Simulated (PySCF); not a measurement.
Species: C3H7N2 (charge +1).
Geometry (CAM-B3LYP/def2-SVP, Å), atoms numbered from 1 in this order:
```xyz
12
C3H7N2 angstrom
N     -1.9475    0.5444    0.6536
C     -1.4418   -0.3150   -0.2080
C     -0.1084   -0.5654   -0.5258
C      0.9729    0.0880    0.0496
N      2.2350   -0.1401   -0.2419
H     -1.3841    1.1663    1.2244
H     -2.9529    0.6131    0.7777
H     -2.1924   -0.9082   -0.7408
H      0.0750   -1.3321   -1.2804
H      0.8196    0.8618    0.8102
H      2.9864    0.3698    0.2120
H      2.5015   -0.8364   -0.9337
```

Method used: PySCF 2.14.0, CAM-B3LYP/def2-SVP geometry optimisation, gas phase.

Take the most abundant isotopes and a rigid rotor. The values belong to one conformer with, in the numbering `[NH2:1]/[CH:2]=[CH:3]\[CH:4]=[NH2+:5]`, C2–C3–C4–N5 180°.

Problem. What are A, B and C (MHz)?

Solution. Ia = 27.08, Ib = 195.62, Ic = 222.70 u·Å²; 505379 MHz·u·Å²/I gives A = 18664, B = 2583, C = 2269 MHz.

Problem. What kind of rotor is it?

Solution. A near-prolate asymmetric top; Ray's κ = -0.962.

Problem. What does the inertial defect say?

Solution. Planar: Δ = Ic − Ia − Ib = 0.00 u·Å². For a rigid frame Δ = −2 Σ m c², so it vanishes when all atoms lie in the ab plane; here none is more than 0.01 Å from it.

Problem. Which lines would a microwave search look for?

Solution. The dipole components (about the centre of mass, as the species is charged) are |μa| = 0.21 D, |μb| = 1.43 D, |μc| = 0.00 D; the mirror of this Cs structure is the ab plane, so μc vanishes by symmetry and there are no c-type lines. The squared components, which scale the intensities, stand as 0.02 : 1.00 (a : b). Some lines, for components of 0.1 D or more:

```json
{"type": "a", "branch": "R", "J(Ka,Kc)": "1(0,1) ← 0(0,0)", "MHz": "4853", "lower level (cm⁻¹)": "0.000"}
{"type": "b", "branch": "R", "J(Ka,Kc)": "5(0,5) ← 4(1,4)", "MHz": "9449", "lower level (cm⁻¹)": "2.108"}
{"type": "a", "branch": "R", "J(Ka,Kc)": "3(1,2) ← 2(1,1)", "MHz": "15027", "lower level (cm⁻¹)": "1.043"}
{"type": "b", "branch": "Q", "J(Ka,Kc)": "5(1,4) ← 5(0,5)", "MHz": "18720", "lower level (cm⁻¹)": "2.423"}
{"type": "a", "branch": "R", "J(Ka,Kc)": "4(3,2) ← 3(3,1)", "MHz": "19420", "lower level (cm⁻¹)": "5.846"}
{"type": "a", "branch": "R", "J(Ka,Kc)": "4(2,2) ← 3(2,1)", "MHz": "19453", "lower level (cm⁻¹)": "3.139"}
{"type": "a", "branch": "R", "J(Ka,Kc)": "5(1,5) ← 4(1,4)", "MHz": "23459", "lower level (cm⁻¹)": "2.108"}
{"type": "a", "branch": "R", "J(Ka,Kc)": "5(3,2) ← 4(3,1)", "MHz": "24280", "lower level (cm⁻¹)": "6.494"}
{"type": "a", "branch": "R", "J(Ka,Kc)": "5(1,4) ← 4(1,3)", "MHz": "25029", "lower level (cm⁻¹)": "2.212"}
{"type": "b", "branch": "R", "J(Ka,Kc)": "2(1,2) ← 1(0,1)", "MHz": "25472", "lower level (cm⁻¹)": "0.162"}
{"type": "b", "branch": "Q", "J(Ka,Kc)": "2(2,1) ← 2(1,2)", "MHz": "49185", "lower level (cm⁻¹)": "1.012"}
{"type": "b", "branch": "Q", "J(Ka,Kc)": "4(2,3) ← 4(1,4)", "MHz": "50293", "lower level (cm⁻¹)": "2.108"}
{"type": "b", "branch": "R", "J(Ka,Kc)": "2(2,1) ← 1(1,0)", "MHz": "58263", "lower level (cm⁻¹)": "0.709"}
{"type": "b", "branch": "R", "J(Ka,Kc)": "4(2,3) ← 3(1,2)", "MHz": "67182", "lower level (cm⁻¹)": "1.544"}
{"type": "b", "branch": "R", "J(Ka,Kc)": "5(2,3) ← 4(1,4)", "MHz": "74706", "lower level (cm⁻¹)": "2.108"}
{"type": "b", "branch": "Q", "J(Ka,Kc)": "3(3,0) ← 3(2,1)", "MHz": "81170", "lower level (cm⁻¹)": "3.139"}
{"type": "b", "branch": "R", "J(Ka,Kc)": "3(3,0) ← 2(2,1)", "MHz": "95751", "lower level (cm⁻¹)": "2.652"}
{"type": "b", "branch": "R", "J(Ka,Kc)": "4(3,1) ← 3(2,2)", "MHz": "100613", "lower level (cm⁻¹)": "3.138"}
{"type": "b", "branch": "R", "J(Ka,Kc)": "5(3,2) ← 4(2,3)", "MHz": "105486", "lower level (cm⁻¹)": "3.785"}
{"type": "b", "branch": "Q", "J(Ka,Kc)": "4(4,0) ← 4(3,1)", "MHz": "113658", "lower level (cm⁻¹)": "6.494"}
{"type": "b", "branch": "R", "J(Ka,Kc)": "5(4,2) ← 4(3,1)", "MHz": "137932", "lower level (cm⁻¹)": "6.494"}
{"type": "b", "branch": "R", "J(Ka,Kc)": "5(4,1) ← 4(3,2)", "MHz": "137932", "lower level (cm⁻¹)": "6.494"}
```

No CAM-B3LYP/def2-SVP frequencies stand behind this structure, so it isn't proved a minimum. Geometry: CAM-B3LYP/def2-SVP, one conformer, isolated ion. Zero-point vibration and centrifugal distortion are left out. Quadrupole hyperfine structure (14N) is left out.

Hardware: one thread of an Intel Xeon Platinum 8259CL at 2.50 GHz, on a shared host. Cost: 25 s wall, 0.49 GiB resident at most. These figures are those of the optimisation.
